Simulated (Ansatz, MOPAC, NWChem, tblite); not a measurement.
## B2NH5 (SMILES BNB): the zero-point energy at each level's own minimum, rung by rung

B2NH5, singlet, SMILES `BNB`. Each level relaxes the structure for itself.

Quantity: the zero-point energy at each level's own minimum, in kJ/mol. The values are calculated.

```tsv
level	kind	program	value (kJ/mol)
GFN2-xTB	semi-empirical	tblite	152.9
MNDOD	semi-empirical	MOPAC	171.5
PM6-D3H4X	semi-empirical	MOPAC	157.9
PM7	semi-empirical	MOPAC	144.7
HF/6-31G* (Cartesian functions)	Hartree–Fock	Ansatz	167.4
B3LYP-D3(BJ)/6-31G* (spherical functions)	global hybrid	NWChem	158.8
B3LYP/6-31G* (spherical functions)	global hybrid	NWChem	158.8
B3LYP/6-31G* (Cartesian functions)	global hybrid	Ansatz	159.0
MP2/6-31G* (Cartesian functions)	perturbation theory	Ansatz	162.1
```

Harmonic and unscaled. The values span 144.7 to 171.5 kJ/mol.
